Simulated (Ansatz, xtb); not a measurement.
Ligand exchange: H3NO + BH(CH3)(OH) → H2O2 + BH(CH3)(NH2)

Species: H3NO (hydroxylamine) `NO`, singlet; BH(CH3)(OH), singlet; H2O2 `OO`, singlet; BH(CH3)(NH2), singlet. The partners trade NH2 for OH: O–NH2 and B–OH bonds give way to O–OH and B–NH2.

Shapes, held fixed at every level: PBE0-D4/def2-TZVP. Flexible molecules stand in one conformer, not always the lowest. Programs: Ansatz 0.2.0, xtb 6.7.1. The zero-point and thermal change to 298 K, harmonic and unscaled (PBE0-D4/def2-TZVP), is -2.5 kJ/mol.

| level | kind | ΔH(298 K) (kJ/mol) | less CCSD(T)/CBS estimate |
| --- | --- | --- | --- |
| GFN1-xTB | semi-empirical | +175.6 | +64.9 |
| HF/def2-SVP | Hartree–Fock | +132.1 | +21.4 |
| HF/def2-TZVPP | Hartree–Fock | +128.0 | +17.3 |
| SPW92/def2-TZVPP | LDA | +102.7 | -8.0 |
| PBE-D4/def2-TZVPP | GGA | +98.1 | -12.6 |
| PBE0-D4/def2-TZVPP | global hybrid | +106.2 | -4.5 |
| B2PLYP/def2-TZVPP | double hybrid | +109.5 | -1.2 |
| CCSD(T)/CBS estimate | coupled cluster or CI | +110.7 | 0.0 |

The highest level, CCSD(T)/CBS estimate, gives ΔH(298 K) = +110.7 kJ/mol; the levels span +98.1 to +175.6. GFN1-xTB strays far from the other rows. The column of differences is taken from that level and isn't an error. No measured value is set beside it here. The CBS estimate extrapolates MP2 from def2-TZVPP and def2-QZVPP and adds CCSD(T) − MP2 in the triple-zeta set, cores frozen.
